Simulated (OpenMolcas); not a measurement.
# Predicting a hybrid from its neighbours: NH2

NH2 has 3 atoms, charge 0, and is taken as a doublet. As SMILES, `[NH2]`. Geometry: relaxed at PBE0-D4/def2-TZVP.

The dipole moment y, in D, basis def2-TZVPPD; a is the functional's share of exact exchange. Programs: OpenMolcas 26.06.

| functional | program | a | y (D) |
| --- | --- | --- | --- |
| UTPSS | OpenMolcas | 0 | 1.72 |
| U-r2SCAN | OpenMolcas | 0 | 1.76 |
| UB3LYP | OpenMolcas | 0.2 | ? |
| UPBE0 | OpenMolcas | 0.25 | 1.77 |
| UBHLYP | OpenMolcas | 0.5 | 1.82 |

Q: Fit y = c + s·a to the known rows and predict UB3LYP.

A: 
1. Means of the 4 rows: a = 0.1875, y = 1.768.
2. Σ(Δa)² = 0.17188, Σ(Δa·Δy) = 0.026875, so the slope is 0.026875/0.17188 = 0.15636.
3. Intercept: 1.768 − (0.15636) × 0.1875 = 1.739. The largest residual of the fit is 0.021.
4. UB3LYP: 1.739 + (0.15636) × 0.2 = 1.77 D.

The run gave 1.77 D, so the prediction is off by 0.00 D: they agree to the digits shown. More exact exchange makes the molecule more polar here.
